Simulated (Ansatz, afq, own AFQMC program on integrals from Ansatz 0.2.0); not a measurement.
Integrals from Ansatz 0.2.0, then the random walk in our own AFQMC program (afq).

```yaml
crystal:
  periodic: [false, false, false]
  atoms:
    - {symbol: Si, position_ang: [0.000000, 0.000000, 0.000000]}
    - {symbol: N, position_ang: [0.000000, 0.000000, 2.266000]}
basis:
  gaussian: {orbitals: 6-31G}
magnetization: {spin_polarized: false, initial_magnetization: 3}
correlation: {method: ccsd_t, electrons: outside_noble_gas, hamiltonian_folder: ham}
```

```sh
$ ansatz run in.yaml --threads 1 --pin off --events-out ev --progress --plain --max-ram 24576MiB --backend cuda --devices 0, --max-vram 18GiB
```

afq runs on the folder ham with

```
--method phaseless --trial cisd --walkers 4000 --populations 20 --least-time 60 --time-step 0.005 --steps-per-block 50 --equilibration-blocks 28 --max-blocks 4000 --target-error 0.00018 --factor-cut 1e-05 --start spin_pure --seed 3258 --release-times 0.24,0.51,0.99,1.62,2.4 --release-step 0.03 --release-every 3 --taylor-order 6
```

Times are imaginary, in 1/Eh. The walk had a cap of 122 s. With eight or more populations the least sampling time is a fifth of least-time, and the error comes from their spread.

Log:

```
orbitals 16  electrons 6 3  factors 84 of 272
reference energy -343.17454403 Eh
CCSD correlation -0.11528920 Eh in 17 cycles, weight of the determinant in the CISD state 0.8797
energy of the start -343.289829 Eh
 block  time / (1/Eh)  mean weight  energy / Eh
     1     0.250  1.0000  -343.289048
     2     0.500  0.9999  -343.289341
     3     0.750  1.0001  -343.289742
     4     1.000  1.0001  -343.290354
     5     1.250  0.9999  -343.290813
     8     2.000  1.0000  -343.291507
    11     2.750  1.0001  -343.292247
    14     3.500  0.9999  -343.293037
    17     4.250  0.9999  -343.292837
    20     5.000  0.9999  -343.292521
    23     5.750  1.0000  -343.292579
    26     6.500  1.0001  -343.292781
    29     7.250  1.0001  -343.293360
    32     8.000  1.0002  -343.293125
    35     8.750  1.0001  -343.293613
    36     9.000  0.9999  -343.290471
    38     9.500  1.0000  -343.293271
    41    10.250  1.0000  -343.293803
    44    11.000  1.0003  -343.293188
    47    11.750  1.0000  -343.293132
    50    12.500  0.9998  -343.293181
    53    13.250  1.0000  -343.293788
    56    14.000  1.0001  -343.293458
    59    14.750  1.0001  -343.293201
    62    15.500  1.0000  -343.293027
    65    16.250  1.0001  -343.292937
    68    17.000  1.0000  -343.292996
    69    17.250  1.0001  -343.297658
    71    17.750  0.9998  -343.293468
    74    18.500  1.0002  -343.292519
    77    19.250  0.9999  -343.292410
    78    19.500  0.9999  -343.292131
error from the spread of 20 populations
released: time / (1/Eh)  energy / Eh  error  mean overlap
  0.24  -343.293383  0.000096  0.9999
  0.51  -343.293539  0.000090  1.0007
  0.99  -343.293620  0.000069  0.9985
  1.62  -343.293838  0.000122  1.0000
  2.40  -343.293792  0.000068  0.9991
energy -343.293249 +/- 0.000153 Eh
(rows thinned)
```

The run passed its tests (sampling time, drift between the halves within three errors, error under three times the target), which doesn't prove that it has relaxed.

Against this walk (error 4.2 meV) on the same determinant: CCSD(T) 17.6 meV higher, CCSDT(Q) 21.5 meV lower, CCSDTQ 22.6 meV lower, full CI 23.0 meV lower. The error is statistical and leaves out the bias of the constraint. Released to 2.40 1/Eh the energy lies 15 ± 5 meV (both errors) below the phaseless value, which shows part or all of the bias of the constraint, and full CI lies 8.2 meV below the released value. Full CI is exact here, so the walk's 23 meV above it is the walk's own error: the bias of the constraint with this trial.

Cautions: constraint bias not in the error; lower spins were not checked; a spin-contaminated unrestricted determinant lies lower (UHF 380 meV lower, ⟨S²⟩ 4.12).

The walk took 26 s on 1 × NVIDIA H100 80GB HBM3 with 2 threads of AMD EPYC 7R13 Processor (Zen 3), with other jobs on the host (the card was shared). The log's last line is the phaseless energy.

CCSDT and higher add their correlation energy to the determinant of the CCSD(T) run, since their own runs factorise the integrals more tightly (a shift of under 2 meV). A walk keeps the symmetry of its determinant, which the program's search chose and which needn't be the lowest solution, so a lower state of the same spin and another symmetry isn't excluded.
